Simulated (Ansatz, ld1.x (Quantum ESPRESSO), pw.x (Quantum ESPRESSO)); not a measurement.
## What a changed setting does to a pw.x run (fcc Tc)

Potential: PAW, ld1.x (Quantum ESPRESSO) 7.5, PBEsol; core [Ar] 3d10, reference 4s2 4p6 4d5 5s2 5p0; waves: 4s (bound): rcut 1.35, rcutus 1.60 bohr; 5s (bound): rcut 1.35, rcutus 1.60 bohr; 4p (bound): rcut 1.65, rcutus 2.10 bohr; 5p (bound, empty): rcut 1.65, rcutus 2.10 bohr; 4d (bound): rcut 1.55, rcutus 2.15 bohr; 4d channel at 0.65 Ry: rcut 1.55, rcutus 2.15 bohr; local part: all-electron potential smoothed inside 1.95 bohr (lloc = -2); core correction: Bessel-smoothed model core, default radius (core density twice the valence density); augmentation: BESSEL, radius 1.10 bohr.

The reference run (k-mesh 15³, cutoffs 55/440 Ry, Fermi–Dirac 0.01 Ry, mixing_beta 0.4, conv_thr 1e-9, no spin) gives 2.31 GPa at 14.097 Å³/atom, where all-electron LAPW gives -0.35 GPa. This run, with its own iteration cap, changes degauss to 0.005.

```
&control
  calculation='scf', prefix='x', pseudo_dir='./', outdir='./tmp', tstress=.true., disk_io='none'
/
&system
  ibrav=0, nat=1, ntyp=1, ecutwfc=55, ecutrho=440, nbnd=15,
  occupations='smearing', smearing='fd', degauss=0.005
/
&electrons
  conv_thr=1e-09, mixing_beta=0.4, electron_maxstep=50
/
ATOMIC_SPECIES
Tc 1.0 Tc.UPF
CELL_PARAMETERS angstrom
  0.00000000 1.91733898 1.91733898
  1.91733898 0.00000000 1.91733898
  1.91733898 1.91733898 0.00000000
ATOMIC_POSITIONS crystal
Tc 0.0000 0.0000 0.0000
K_POINTS automatic
15 15 15 0 0 0
```

```bash
pw.x < Tc.scf.in > Tc.scf.out
```

Task: How does the run end?

Result: It converges in 22 iterations; the free energy moves by +22.1 meV/atom and the pressure by -0.43 GPa. In a metal, with Fermi–Dirac smearing, F lies below its zero-width value by a term in the square of the width.

```
Message from routine setup:
     using ibrav=0 with symmetry is DISCOURAGED, use correct ibrav instead
     lattice parameter (alat)  =       5.1240  a.u.
     unit-cell volume          =      95.1313 (a.u.)^3
     number of electrons       =        15.00
     number of Kohn-Sham states=           15
     kinetic-energy cutoff     =      55.0000  Ry
     charge density cutoff     =     440.0000  Ry
     scf convergence threshold =      1.0E-09
     Exchange-correlation= SLA  PW   PSX  PSC
     number of k points=   120  Fermi-Dirac smearing, width (Ry)=  0.0050
     iteration #  1     ecut=    55.00 Ry     beta= 0.40
     total energy              =    -391.80765028 Ry
     estimated scf accuracy    <       0.17716853 Ry
     iteration #  2     ecut=    55.00 Ry     beta= 0.40
     total energy              =    -391.81114678 Ry
     estimated scf accuracy    <       0.03757814 Ry
     iteration #  3     ecut=    55.00 Ry     beta= 0.40
     total energy              =    -391.81245581 Ry
     estimated scf accuracy    <       0.00136780 Ry
     [... 16 iterations left out ...]
     iteration # 20     ecut=    55.00 Ry     beta= 0.40
     total energy              =    -391.81275397 Ry
     estimated scf accuracy    <          2.6E-09 Ry
     iteration # 21     ecut=    55.00 Ry     beta= 0.40
     total energy              =    -391.81275397 Ry
     estimated scf accuracy    <          9.4E-09 Ry
     iteration # 22     ecut=    55.00 Ry     beta= 0.40
     the Fermi energy is    22.0588 ev
!    total energy              =    -391.81275397 Ry
     estimated scf accuracy    <          1.8E-10 Ry
     smearing contrib. (-TS)   =      -0.00100312 Ry
     The total energy is F=E-TS. E is the sum of the following terms:
     one-electron contribution =     -18.17135820 Ry
     hartree contribution      =      28.53904166 Ry
     xc contribution           =     -90.21929702 Ry
     ewald contribution        =    -142.35772176 Ry
     one-center paw contrib.   =    -169.60241554 Ry
     convergence has been achieved in  22 iterations
          total   stress  (Ry/bohr**3)                   (kbar)     P=       18.75
     Message from routine punch:
     Nothing written, as per user request (disk_io='none')
```

The run took about 24 s on one core of a shared host (Intel(R) Xeon(R) 6975P-C, 192 threads, 378 GiB, load 91).
